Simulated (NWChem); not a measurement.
# Dipole moment of hydrogen sulfide (H2S)

SMILES: S
```xyz
3

S      0.0000     0.0000     0.1056
H     -0.9740     0.0000    -0.8447
H      0.9740     0.0000    -0.8447
```
Charge 0, spin multiplicity 1.

Everything below was run with NWChem. Structure: optimised with PBE/def2-SVP, a minimum by its harmonic frequencies.

Basis set: 6-31G*. The CCSD dipole comes from the Λ equations, without orbital relaxation.

The correlated methods keep 5 core orbitals frozen. B3LYP has NWChem's definition, with VWN1-RPA local correlation. The Pople sets run with spherical d functions. No row is a measurement; the coupled-cluster row has its own basis-set and correlation limits.

Task: For the dipole moment, HF gives 1.37 D and B3LYP gives 1.41 D. What do PBE give?

Result: PBE: 1.48 D.
